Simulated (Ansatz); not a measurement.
Gas-phase reaction in SMILES: [SiH3][SiH3] -> [SiH3][SiH3] as doublet, charge +1 + e-
Structures are relaxed separately at B3LYP-D3(BJ)/def2-TZVP in Ansatz (a first-principles code).

Quantity: adiabatic ionisation energy (electronic energy difference), in eV. Valence correlation only, unless marked. UHF or UKS for open shells. Spin-orbit coupling is left out. Non-relativistic. Basis-set limits of correlation are two-point, X^-3; Hartree-Fock from the larger set. The bracket is a focal-point correction in the basis named.

RI-MP2/CBS(def2-TZVPPD,def2-QZVPPD)+[CCSD(T)-MP2]/def2-TZVPPD (Ansatz) gives 9.74 eV.

Task: Another calculation gave 9.50 eV. Which level was it?
A) BLYP/def2-TZVPD (Ansatz)
B) CAM-B3LYP/def2-TZVPD (Ansatz)
C) PBE/def2-TZVPD (Ansatz)
D) SVWN5/def2-TZVPD (Ansatz)

Result: C, PBE/def2-TZVPD (Ansatz). The others give 9.62 (CAM-B3LYP), 9.75 (SVWN5), 9.34 (BLYP) eV.
